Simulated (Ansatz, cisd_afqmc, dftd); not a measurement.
Barrier from H (doublet) + CH3F (fluoromethane, SMILES CF) to the saddle point below; all geometries are those of the NHTBH38 set.
```
C
H 1 1.0797
H 1 1.0797 2 115.36
H 1 1.0797 2 115.36 3 -138.54
F 1 1.6686 2 102.62 3 110.73
H 5 1.2385 2 151.05 1 -180.00
```
Charge 0, spin multiplicity 2.

Wanted: barrier height (electronic, no zero-point energy), in kJ/mol. Open shells are spin-unrestricted; no spin-orbit coupling. Correlated methods leave the cores frozen. Rows without X2C or -DK are non-relativistic. The Monte Carlo rows (phaseless AFQMC, CISD trial, step 0.005/hartree) carry one-sigma bars that omit the constraint's bias. Outlying blocks are dropped, and bars are widened where a walk drifts. Over all cases where full CI ran beside it in this data, AFQMC minus full CI had a median of +0.1 mEh and passed +0.4 mEh in a tenth of the cases. CBS(X,Y): correlation extrapolated as X^-3, Hartree-Fock from the larger set. A bracket is a step between two methods taken in the basis named. Functionals run without relativity, which enters their misses. Double hybrids freeze cores in their MP2 part. '+ core + X2C': CCSD(T) terms for core correlation (cc-pwCVTZ) and scalar relativity (cc-pVTZ-DK). For partners of very few electrons the exact lower level stands in for a higher one. The UHF reference of CH4F (saddle point or complex, doublet) is spin-contaminated (<S^2> up to 0.07 over the pure value in the sets run).

| level | program | barrier height (kJ/mol) | difference against the last row |
|---|---|---|---|
| HF/aug-cc-pVDZ | Ansatz | 191.5 | 66.8 |
| HF/aug-cc-pVQZ | Ansatz | 196.9 | 72.2 |
| PBE0/def2-TZVPD | Ansatz | 108.2 | -16.5 |
| wB97M-V/def2-TZVPD | Ansatz | 119.4 | -5.3 |
| B2PLYP-D4/def2-TZVPD | Ansatz + dftd4 | 111.9 | -12.8 |
| MP2/aug-cc-pVDZ | Ansatz | 143.4 | 18.7 |
| CCSD(T)/CBS(aug-cc-pVTZ,aug-cc-pVQZ) | Ansatz | 126.6 | 1.9 |
| AFQMC/CISD/aug-cc-pVTZ | cisd_afqmc | 124.1 ± 1.2 | -0.6 |
| CCSD(T)/CBS(aug-cc-pVTZ,aug-cc-pVQZ) + [AFQMC/CISD - CCSD(T)]/aug-cc-pVTZ + core + X2C | Ansatz + cisd_afqmc | 125.8 ± 1.2 | 1.1 |
| CCSD(T)/CBS(aug-cc-pVTZ,aug-cc-pVQZ) + [CCSDT(Q) - CCSD(T)]/aug-cc-pVDZ + core + X2C | Ansatz | 124.7 | 0.0 |

Ansatz is a first-principles code.
